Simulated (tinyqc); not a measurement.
Geometry optimisation on the UHF/sto-6g surface (energies and gradients from PySCF), for BH, spin multiplicity 3, step by step. Computed by tinyqc, a small Python program that keeps every step (integrals from PySCF). Settings: charge = 0, multiplicity = 3, basis = sto-6g, optimiser = sd, first Hessian = 0.15, largest step = 0.1, iteration cap = 30. Command: `OMP_NUM_THREADS=1 python tinyqc.py 25105 25106 out.jsonl` (the two numbers bound the seeds that draw the settings). One thread of a shared host (Intel(R) Xeon(R) Processor @ 2.60GHz), about 4 s of CPU time with the checks.

positions at the start (bohr):
```
         x       y       z
1B  0.0000  0.0000  0.0000
2H  0.0000  0.0000  2.1675
```

Stop when the largest gradient component is below 3e-5 hartree/bohr.

Course of the optimisation:
```
step  E (hartree)  largest gradient (hartree/bohr)
1      -25.005307                         1.14e-03
2      -25.005282                         4.45e-03
3      -25.004881                         1.85e-02
4      -25.003777                         3.13e-02
5      -25.004881                         1.85e-02
6      -25.003777                         3.13e-02
7      -25.004881                         1.85e-02
8      -25.003777                         3.13e-02
9      -25.004881                         1.85e-02
10     -25.003777                         3.13e-02
11     -25.004881                         1.85e-02
12     -25.003777                         3.13e-02
13     -25.004881                         1.85e-02
14     -25.003777                         3.13e-02
15     -25.004881                         1.85e-02
16     -25.003777                         3.13e-02
17     -25.004881                         1.85e-02
18     -25.003777                         3.13e-02
19     -25.004881                         1.85e-02
20     -25.003777                         3.13e-02
21     -25.004881                         1.85e-02
22     -25.003777                         3.13e-02
23     -25.004881                         1.85e-02
24     -25.003777                         3.13e-02
25     -25.004881                         1.85e-02
26     -25.003777                         3.13e-02
27     -25.004881                         1.85e-02
28     -25.003777                         3.13e-02
29     -25.004881                         1.85e-02
30     -25.003777                         3.13e-02
```

Can the last value be used, and what does the course show?

Not by the stop rule. Not converged within 30 steps: the energy rises at some steps, so steps overshoot. Reruns: method bfgs, first Hessian 0.6, largest step 0.3: converged in 3 (E = -25.00531).
